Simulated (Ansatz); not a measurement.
System: rutile CrO2. Method: rVV10 in Ansatz (PAW).

Numerical settings: plane-wave cutoff 500 eV, 10×10×14 k mesh (along the axes of the cell as run), Fermi–Dirac smearing 0.05 eV, spin-polarised with parallel moments, scalar-relativistic PAW data made under PBE.

Cell (relaxed at this level):

```xyz
6
Lattice="4.4526 0.0000 0.0000 0.0000 4.4526 0.0000 0.0000 0.0000 2.9420" Properties=species:S:1:pos:R:3 pbc="T T T"
Cr     0.0000     0.0000     0.0000
Cr     2.2263     2.2263     1.4710
O      1.3490     1.3490     0.0000
O      3.5753     0.8772     1.4710
O      0.8772     3.5753     1.4710
O      3.1035     3.1035     0.0000
```

**Question.** Give the computed magnetic moment (largest site, within a sphere).

**Answer.** 
magnetic moment (largest site, within a sphere): 1.73 μB

Moments are spin moments.

The computed numbers hold no vibrational or temperature effects.

Ansatz is a first-principles code.
